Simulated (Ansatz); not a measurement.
# The cluster P₄− (doublet): a spread of methods and bases

How do the results and run time of the cluster P₄− (doublet) respond when the settings are drawn wide?

Method: the settings change from run to run; program: Ansatz 0.2.0, Gaussian basis.

## 1. The geometry

An earlier B3LYP-D4 in a triple-zeta def2 set relaxation fixed the geometry.

4 atoms, charge -1, spin multiplicity 2.

Atoms are counted from 1 here; the program's logs count them from 0.

Bond lengths: P1–P2 2.166 Å, P1–P3 2.221 Å, P1–P4 2.221 Å, P2–P3 2.221 Å, P2–P4 2.221 Å. Angles: P2–P1–P3 60.8°, P2–P1–P4 60.8°, P3–P1–P4 79.4°, P1–P2–P3 60.8°, P1–P2–P4 60.8°, P3–P2–P4 79.4°, P1–P3–P2 58.4°, P1–P4–P2 58.4°.

## 2. CAM-B3LYP/def2-TZVP

Options: relativity set to none.

in.yaml

```yaml
crystal:
  periodic: [false, false, false]
  atoms:
    - {symbol: P, position_ang: [-0.617011, 0.369833, -1.044999]}
    - {symbol: P, position_ang: [-0.409869, -1.054940, 0.573241]}
    - {symbol: P, position_ang: [-0.369613, 1.118107, 1.031721]}
    - {symbol: P, position_ang: [1.396484, -0.432999, -0.559962]}
basis:
  gaussian: {orbitals: def2-TZVP}
total_charge: -1
magnetization: {spin_polarized: true, initial_magnetization: 1}
hamiltonian: {xc: {name: CAM-B3LYP}, pseudopotentials: {relativity: none}}
scf: {omitted_lower_state_checks: [starts]}
```

On the command line:

```console
$ ansatz run in.yaml --threads 4 --pin off --events-out ev --progress --plain --max-ram 3916MiB
```

Standard output:

```text
Functional definition: CAM-B3LYP
  name "CAM-B3LYP"
  cite "Yanai, Tew & Handy, Chem. Phys. Lett. 393, 51 (2004) doi:10.1016/j.cplett.2004.06.011"
  cite "Iikura, Tsuneda, Yanai & Hirao, J. Chem. Phys. 115, 3540 (2001) doi:10.1063/1.1383587"
  cite "Becke, Phys. Rev. A 38, 3098 (1988) doi:10.1103/PhysRevA.38.3098"
  cite "Lee, Yang & Parr, Phys. Rev. B 37, 785 (1988) doi:10.1103/PhysRevB.37.785"
  cite "Vosko, Wilk & Nusair, Can. J. Phys. 58, 1200 (1980) doi:10.1139/p80-159"
  parameter alpha = 0.19
  parameter beta = 0.46
  parameter omega = 0.33/bohr
  parameter ac = 0.81
  # Exact exchange under (alpha + beta erf(omega r))/r, Becke's under what is left of 1/r.
  exchange = (1 - alpha - beta)*b88_x + beta*b88_x_sr(omega) + alpha*exact_x + beta*exact_x_lr(omega)
  correlation = (1 - ac)*vwn5_c + ac*lyp_c
these checks for a lower state are left out or cut short: starts
1128 factors; their error is unknown
208 factors; integrals over basis functions are off by at most 1.2e-5 eV
mean field evaluation 1: about -37156.8995 eV, gradient 1.1e1 eV
mean field evaluation 2: about -37156.7727 eV, gradient 1.3e1 eV
mean field evaluation 4: about -37157.7111 eV, gradient 9.0e-1 eV
mean field evaluation 8: about -37157.7460 eV, gradient 2.9e-2 eV
mean field evaluation 16: about -37157.7460 eV, gradient 2.5e-4 eV
mean field -37157.74602828 eV, -1365.5219801143 hartree, gradient 3.2e-5 eV, S^2 0.760435; 0 other end points of the search recorded, 0 dependent functions left out
reference -37157.74612145 eV, -1365.5219835383 hartree; 31, 30 occupied and 117, 118 virtual orbitals, 1128 factors
Total energy: -37157.74612145 eV, -1365.5219835383 hartree
Checks for a lower state left out: starts
```

Wall time 3.2 s (4 threads of Arm Neoverse V1, shared host); peak memory 0.57 GiB.

⟨S²⟩ 0.760.

## 3. rPW86-PBE/def2-mTZVP

Options: rVV10 dispersion, high accuracy.

in.yaml, as its differences from that of step 2:

```diff
@@ -8,6 +8,8 @@
 basis:
-  gaussian: {orbitals: def2-TZVP}
+  gaussian: {orbitals: def2-mTZVP}
 total_charge: -1
 magnetization: {spin_polarized: true, initial_magnetization: 1}
-hamiltonian: {xc: {name: CAM-B3LYP}, pseudopotentials: {relativity: none}}
+hamiltonian: {xc: {name: rPW86-PBE}, dispersion: rvv10}
+accuracy: high
 scf: {omitted_lower_state_checks: [starts]}
+output: {forces: true}
```

Same command.

Standard output, shortened:

```text
Functional definition: rPW86-PBE+rVV10
  name "rPW86-PBE+rVV10"
  cite "Murray, Lee & Langreth, J. Chem. Theory Comput. 5, 2754 (2009) doi:10.1021/ct900365q"
  cite "Perdew, Burke & Ernzerhof, Phys. Rev. Lett. 77, 3865 (1996) doi:10.1103/PhysRevLett.77.3865"
  cite "Vydrov & Van Voorhis, J. Chem. Phys. 133, 244103 (2010) doi:10.1063/1.3521275"
  cite "Sabatini, Gorni & de Gironcoli, Phys. Rev. B 87, 041108(R) (2013) doi:10.1103/PhysRevB.87.041108"
  parent "pbe"
[...]
1650 factors; integrals over basis functions are off by at most 3.5e-9 eV
[...]
mean field -37185.88748997 eV, -1366.5561597564 hartree, gradient 3.1e-8 eV, S^2 0.752766; 0 other end points of the search recorded, 0 dependent functions left out
[...]
reference -37185.88749890 eV, -1366.5561600847 hartree; 31, 30 occupied and 57, 58 virtual orbitals, 1650 factors
Total energy: -37185.88749890 eV, -1366.5561600847 hartree
Atom 0 at    -0.617011     0.369833    -1.044999 Å, force    -0.355019     0.198706    -0.587733 eV/Å
Atom 1 at    -0.409869    -1.054940     0.573241 Å, force    -0.239670    -0.595470     0.314527 eV/Å
Atom 2 at    -0.369613     1.118107     1.031721 Å, force    -0.029711     0.485579     0.431426 eV/Å
Atom 3 at     1.396484    -0.432999    -0.559962 Å, force     0.624401    -0.088815    -0.158219 eV/Å
Dipole moment:    -0.173990    -0.116082    -0.079933 e Å
Checks for a lower state left out: starts
```

Run time: 16 s. Hardware: 4 threads of Arm Neoverse V1, shared host.

Largest force 0.715 eV/Å, ⟨S²⟩ 0.753.

## 4. B2GP-PLYP/cc-pVTZ

Set apart from the defaults: finite nuclei.

in.yaml, as its differences from that of step 3:

```diff
@@ -8,8 +8,6 @@
 basis:
-  gaussian: {orbitals: def2-mTZVP}
+  gaussian: {orbitals: cc-pVTZ, nuclear_model: gaussian}
 total_charge: -1
 magnetization: {spin_polarized: true, initial_magnetization: 1}
-hamiltonian: {xc: {name: rPW86-PBE}, dispersion: rvv10}
-accuracy: high
-scf: {omitted_lower_state_checks: [starts]}
+hamiltonian: {xc: {name: B2GP-PLYP}}
 output: {forces: true}
```

Launched as before.

Standard output, shortened:

```text
Functional definition: B2GP-PLYP
  name "B2GP-PLYP"
  cite "Karton, Tarnopolsky, Lamère, Schatz & Martin, J. Phys. Chem. A 112, 12868 (2008) doi:10.1021/jp801805p"
  cite "Becke, Phys. Rev. A 38, 3098 (1988) doi:10.1103/PhysRevA.38.3098"
  cite "Lee, Yang & Parr, Phys. Rev. B 37, 785 (1988) doi:10.1103/PhysRevB.37.785"
[...]
811 factors; integrals over basis functions are off by at most 4.5e-4 eV
[...]
mean field -37132.86301497 eV, -1364.6075462414 hartree, gradient 4.5e-6 eV, S^2 0.769133; 2 other end points of the search recorded, 0 dependent functions left out
20 core orbitals not correlated: weight in the atoms' cores, before any rotation towards them, 1.000 or more for the frozen orbitals, at most 0.000 for the correlated occupied ones
reference -37132.86311904 eV, -1364.6075500661 hartree; 11, 10 occupied and 105, 106 virtual orbitals, 811 factors
second order -19.36266914 eV of doubles, -0.00000000 eV of singles
[...]
Total energy: -37139.83367993 eV, -1364.8637134540 hartree
Atom 0 at    -0.617011     0.369833    -1.044999 Å, force    -0.019763     0.013529    -0.035293 eV/Å
Atom 1 at    -0.409869    -1.054940     0.573241 Å, force    -0.012783    -0.035243     0.020341 eV/Å
Atom 2 at    -0.369613     1.118107     1.031721 Å, force     0.052887    -0.021344    -0.025457 eV/Å
Atom 3 at     1.396484    -0.432999    -0.559962 Å, force    -0.020340     0.043058     0.040409 eV/Å
Dipole moment:    -0.141438    -0.094364    -0.064978 e Å
```

It took 11 s on 4 threads of Arm Neoverse V1, shared host.

Largest force 0.062 eV/Å, ⟨S²⟩ 0.769.

## 5. wB97X/x2c-TZVPPall

Set apart from the defaults: charge 0, multiplicity 1, atoms shaken by 0.15 Å, a point charge of 2.00 e beside it.

in.yaml

```yaml
crystal:
  periodic: [false, false, false]
  atoms:
    - {symbol: P, position_ang: [-0.310278, 0.375907, -0.927104]}
    - {symbol: P, position_ang: [-0.460198, -1.003100, 0.623879]}
    - {symbol: P, position_ang: [-0.342373, 1.196086, 1.090195]}
    - {symbol: P, position_ang: [1.407833, -0.245846, -0.916377]}
basis:
  gaussian: {orbitals: x2c-TZVPPall, point_charges: [{charge: 2.00, position_ang: [4.619, 0.708, -0.917]}]}
hamiltonian: {xc: {name: wB97X}}
output: {forces: true}
```

Same command.

Standard output, shortened:

```text
Functional definition: wB97X
  name "wB97X"
  cite "Chai & Head-Gordon, J. Chem. Phys. 128, 084106 (2008) doi:10.1063/1.2834918"
  cite "Becke, J. Chem. Phys. 107, 8554 (1997) doi:10.1063/1.475007"
[...]
  # The coefficients of nought are those of the uniform gas.
[...]
      + exact_x_lr(omega)
[...]
      + integral(e_c_pw_opposite_spin*poly(b97_u_opposite, 1, cos1, cos2, cos3, cos4))
1176 factors; their error is unknown
180 factors; integrals over basis functions are off by at most 2.0e-5 eV
[...]
mean field -37243.93909705 eV, -1368.6895169678 hartree, gradient 6.1e-5 eV, S^2 0.000000; 0 other end points of the search recorded, 0 dependent functions left out
[...]
reference -37243.93907290 eV, -1368.6895160804 hartree; 30, 30 occupied and 138, 138 virtual orbitals, 1176 factors
Total energy: -37243.93907290 eV, -1368.6895160804 hartree
Relativity: scalar
Atom 0 at    -0.310278     0.375907    -0.927104 Å, force    -9.315409     3.929281    -3.183289 eV/Å
Atom 1 at    -0.460198    -1.003100     0.623879 Å, force     1.148838     0.810161     0.830210 eV/Å
Atom 2 at    -0.342373     1.196086     1.090195 Å, force     1.484170    -2.093080    -0.337600 eV/Å
Atom 3 at     1.407833    -0.245846    -0.916377 Å, force     8.935973    -2.001642     2.584906 eV/Å
Dipole moment:    -1.688319    -0.005316     0.628156 e Å
```

Run time: 6 s. Hardware: 4 threads of Arm Neoverse V1, shared host.

Largest force 10.600 eV/Å, dipole 8.65 D.

## 6. The runs in one table

```csv
level,charge,multiplicity,geometry,functions,energy (eV),time
CAM-B3LYP/def2-TZVP,-1,2,relaxed,148,-37157.746,3.2 s
rPW86-PBE/def2-mTZVP,-1,2,relaxed,88,-37185.887,16 s
B2GP-PLYP/cc-pVTZ,-1,2,relaxed,136,-37139.834,11 s
wB97X/x2c-TZVPPall,0,1,"shaken, point charge",168,-37243.939,6 s
```

## 7. Results

```
                                         quantity                       value
                                             runs                           4
                                         quickest  CAM-B3LYP/def2-TZVP, 3.2 s
                                          slowest  rPW86-PBE/def2-mTZVP, 16 s
spread of total energies, same state and geometry                     46.1 eV
```

What this shows: Run time spans a factor of 5, from CAM-B3LYP/def2-TZVP to rPW86-PBE/def2-mTZVP. The jobs differ in tasks and options as well as level. The totals spread over 46 eV; they can't be compared across methods or bases. At the B3LYP-D4/def2-TZVPD geometry and in the same state, runs without warnings or point charges leave forces up to 0.71 eV/Å (rPW86-PBE/def2-mTZVP).
